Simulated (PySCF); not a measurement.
Bond curve of SiO

Set-up: Si def2-SVP, O def2-SVP; no relativity (PySCF 2.14). Energies in eV from Si + O in their ground configurations at the same level. All curves are PBE0. state 1: ¹Σ⁺ (singlet), closed shell; state 2: triplet, unpaired electrons π ↑↑, a mixture of terms (⟨Lz²⟩ = 2.0), a second solution, started from another occupation; state 3: ⁵Π (quintet), unpaired electrons σ ↑, π ↑↑↑, a second solution, started from another occupation.

```json
{"R (Å)": "1.311", "state 1": "-5.596", "state 2": "1.168", "state 3": "4.8076"}
{"R (Å)": "1.372", "state 1": "-6.716", "state 2": "-0.598", "state 3": "2.9689"}
{"R (Å)": "1.433", "state 1": "-7.341", "state 2": "-1.843", "state 3": "1.6535"}
{"R (Å)": "1.478", "state 1": "-7.565", "state 2": "-2.514", "state 3": "0.9307"}
{"R (Å)": "1.524", "state 1": "-7.631", "state 2": "-3.009", "state 3": "0.3844"}
{"R (Å)": "1.570", "state 1": "-7.572", "state 2": "-3.363", "state 3": "-0.0199"}
{"R (Å)": "1.631", "state 1": "-7.347", "state 2": "-3.663", "state 3": "-0.3865"}
{"R (Å)": "1.707", "state 1": "-6.902", "state 2": "-3.829", "state 3": "-0.6388"}
{"R (Å)": "1.798", "state 1": "-6.219", "state 2": "-3.816", "state 3": "-0.7390"}
{"R (Å)": "1.920", "state 1": "-5.189", "state 2": "-3.574", "state 3": "-0.6797"}
```

**Question.** Put a parabola through the three lowest points of the state 1 curve and estimate Re, k and ωe (reduced mass 10.18 u; 1 eV/Å² = 0.16022 mdyn/Å; ωe = 1302.8·√(k/μ) cm⁻¹).

**Answer.** Through R = 1.478, 1.524, 1.57 Å the second-order coefficient is 29.5 eV/Å², so Re ≈ 1.525 Å, k ≈ 9.46 mdyn/Å and ωe ≈ 1256 cm⁻¹. A polynomial fit of higher order to the unrounded PBE0 energies gives Re = 1.523 Å, k = 9.53 mdyn/Å, ωe = 1261 cm⁻¹; anharmonicity and rounding make the difference.

The higher-order fit for each curve: state 1: Re = 1.523 Å, ωe = 1261 cm⁻¹, De = 7.63 eV; state 2: Re = 1.745 Å, ωe = 790 cm⁻¹, minimum 3.85 eV below the ground-state fragments; state 3: Re = 1.814 Å, ωe = 610 cm⁻¹, minimum 0.74 eV below the ground-state fragments.

Counting both spins, an empty level lies below a filled one in some of these solutions, because spin and occupation are held.
